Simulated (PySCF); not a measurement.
# H2S2 (SMILES SS): B3LYP/STO-3G

Aim: the vertical ionisation energy of H2S2 at B3LYP/STO-3G, from 2 runs. Input form: a Python script.

Program for the calculation: PySCF 2.14.0.

11 further runs of the same task are left out: 11 set aside as unsound or not needed.

## (1) The structure to begin with

The species is H2S2 (4 atoms), meant as a singlet with charge 0. SMILES: `SS`. Geometry: relaxed at PBE0-D4/def2-TZVP.

Bond lengths: S1–S2 2.046 Å, S1–H3 1.347 Å, S2–H4 1.347 Å. Angles: S1–S2–H4 98.6°, S2–S1–H3 98.6°.

## (2) A single-point energy at B3LYP/STO-3G

The input, job.py:

```python
from pyscf import gto, dft

mol = gto.Mole()
mol.atom = 'S 0.784480 -0.789210 0.166690; S 0.060220 1.121560 0.067360; H -0.225420 -1.352590 0.856880; H -0.619290 1.020250 -1.090950'
mol.max_memory = 1860
mol.basis = 'sto-3g'
mol.charge = 0
mol.verbose = 3
mol.build()

ks = dft.RKS(mol)
ks.xc = 'b3lyp'
ks.conv_tol = 1e-10
ks.grids.level = 5
ks.kernel()
if not ks.converged:
    ks = ks.newton().run(ks.mo_coeff, ks.mo_occ)

e_tot = ks.e_tot
print('Final energy', e_tot)
```

Run with:

```sh
OMP_NUM_THREADS=1 python job.py
```

Log:

```text
converged SCF energy = -788.731376810417
Final energy -788.7313768104175
```

It took 2.1 s on 1 thread of Arm Neoverse V1, shared host; peak memory 0.2 GiB.

## (3) The doublet cation

The input, mol.xyz:

```xyz
4
H2S2
S      0.784480    -0.789210     0.166690
S      0.060220     1.121560     0.067360
H     -0.225420    -1.352590     0.856880
H     -0.619290     1.020250    -1.090950
```

The input, job.py:

```python
from pyscf import gto, dft

mol = gto.M(
    atom='mol.xyz',
    max_memory=1860,
    verbose=3,
    charge=1,
    spin=1,
    basis='sto-3g',
)

calc0 = dft.UKS(mol, xc='b3lyp')
calc0.grids.level = 5
calc0.conv_tol = 1e-10
calc0.kernel()
if not calc0.converged:
    calc0 = calc0.newton().run(calc0.mo_coeff, calc0.mo_occ)

energy = calc0.e_tot
print('Final energy', energy)
```

Run with:

```sh
OMP_NUM_THREADS=1 python job.py
```

Log:

```text
WARN: HOMO -0.242496632483435 >= LUMO -0.24249663248344

converged SCF energy = -788.467918746451  <S^2> = 0.752271  2S+1 = 2.0022697
Final energy -788.467918746451
```

Run time: 4.5 s. Hardware: 1 thread of Arm Neoverse V1, shared host; peak memory 0.21 GiB.

## (4) Results

At B3LYP/STO-3G:

| quantity | value |
| --- | --- |
| singlet H2S2: total energy | -788.73138 Eh |
| singlet H2S2: dipole moment | 1.08 D |
| singlet H2S2: HOMO energy | -3.61 eV |
| singlet H2S2: LUMO energy | 4.18 eV |
| singlet H2S2: HOMO–LUMO gap | 7.79 eV |
| doublet cation: total energy | -788.46792 Eh |
| doublet cation: HOMO energy (highest over α and β) | -12.03 eV |
| doublet cation: LUMO energy (lowest over α and β) | -10.69 eV |
| doublet cation: ⟨S²⟩ | 0.752 |
| vertical ionisation energy (to the doublet cation) | 7.169 eV |

Removing an electron at fixed nuclei costs 7.17 eV (165 kcal/mol). The negative HOMO energy of the first species, 3.61 eV, lies 3.55 eV below that difference. In a minimal basis such a difference can be off by several eV, whatever the method.
